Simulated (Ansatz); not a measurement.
Geometry optimisation, RKS B3LYP-D4/cc-pVDZ (Ansatz).

The input (input.yaml):

```yaml
crystal:
  periodic: [false, false, false]
  atoms:
    - { symbol: C, position_ang: [-1.4541, -1.0117, -0.3766] }
    - { symbol: C, position_ang: [0.014, -0.8664, -0.4836] }
    - { symbol: "N", position_ang: [0.423, -1.0373, -1.8601] }
    - { symbol: "N", position_ang: [0.5801, 0.4666, -0.1797] }
    - { symbol: C, position_ang: [0.491, 0.7282, 1.2147] }
    - { symbol: "N", position_ang: [1.2059, 1.9937, 1.3205] }
    - { symbol: H, position_ang: [-1.975, -0.1999, -0.9913] }
    - { symbol: H, position_ang: [-1.8065, -0.8341, 0.6386] }
    - { symbol: H, position_ang: [-1.8441, -1.9294, -0.6962] }
    - { symbol: H, position_ang: [0.4904, -1.6325, 0.1624] }
    - { symbol: H, position_ang: [0.85896, -1.92484, -1.96392] }
    - { symbol: H, position_ang: [1.05588, -0.30201, -2.07121] }
    - { symbol: H, position_ang: [1.4351, 0.5016, -0.4778] }
    - { symbol: H, position_ang: [0.9747, -0.0189, 1.8417] }
    - { symbol: H, position_ang: [-0.5318, 0.8461, 1.6134] }
    - { symbol: H, position_ang: [0.7886, 2.6434, 0.6628] }
    - { symbol: H, position_ang: [1.0618, 2.4191, 2.2371] }
basis:
  gaussian: { orbitals: cc-pVDZ }
hamiltonian:
  xc: b3lyp
  dispersion: d4
relax:
  f_tol: 0.015
  max_steps: 40
output:
  orbitals: {}
```

Launched with:

```bash
$ ansatz run input.yaml --threads 2 --pin off --max-ram 3072MiB --backend cpu --events-out ev --progress --plain --runs-dir out
```

Where does it end, and by what steps?

The forces met the threshold. After 12 steps the energy has fallen by 1.139 eV; H12 moved furthest, 1.00 Å. The start is strongly strained (largest force component 9 eV/Å).

```csv
step,energy less start (eV),largest force component (eV/Å),accepted
0,0.0000,8.939,yes
1,-0.8621,1.406,yes
2,-0.9387,0.419,yes
3,-0.9623,0.199,yes
4,-1.0090,0.226,yes
5,-1.0159,1.091,yes
6,-1.1020,0.372,yes
7,-1.1309,0.073,yes
8,-1.1202,0.302,no
9,-1.1366,0.053,yes
10,-1.1380,0.110,yes
11,-1.1389,0.016,yes
12,-1.1390,0.006,yes
```

```xyz
17
Properties=species:S:1:pos:R:3
C -1.463 -0.954 -0.385
C 0.060 -0.945 -0.496
N 0.441 -1.357 -1.840
N 0.596 0.387 -0.174
C 0.444 0.818 1.209
N 1.265 2.012 1.384
H -1.888 -0.153 -1.014
H -1.803 -0.790 0.649
H -1.851 -1.922 -0.732
H 0.464 -1.718 0.197
H 1.459 -1.437 -1.898
H 0.192 -0.600 -2.484
H 1.603 0.380 -0.359
H 0.797 0.059 1.945
H -0.636 0.972 1.408
H 0.864 2.769 0.824
H 1.221 2.322 2.357
```

Run time: 56 s on 2 threads of AMD EPYC 7B13 (Zen 3) (shared host), peak memory 0.4 GiB.
